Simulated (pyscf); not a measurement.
Optimised with ωB97X-D3(BJ)/def2-SVP in PySCF.

For the elementary gas-phase step `[OH][SiH2][F]` + `[OH][SiH3]` → `[OH][SiH2][O][SiH3]` + `[FH]` (singlet surface; F–Si, H–O broken, O–Si, F–H formed), what barrier and reaction energy does ωB97M-D3(BJ)/def2-TZVP give, measured from the separated reactants?

ΔE‡ = 22.3 kcal/mol, ΔE = +6.8 kcal/mol. Zero-point energy shifts the barrier by +0.4 kcal/mol. It is a four-centre exchange, with an imaginary mode of 556i cm⁻¹. On the reactant side the descent ends in a complex (not fully relaxed), 4.3 kcal/mol under the separated species and 25.5 kcal/mol under the saddle at ωB97X-D3(BJ)/def2-TZVP. On the product side the descent ends in a complex, 7.8 kcal/mol under the separated species and 23.8 kcal/mol under the saddle at ωB97X-D3(BJ)/def2-TZVP. One saddle was located; it need not be the lowest between these sides.
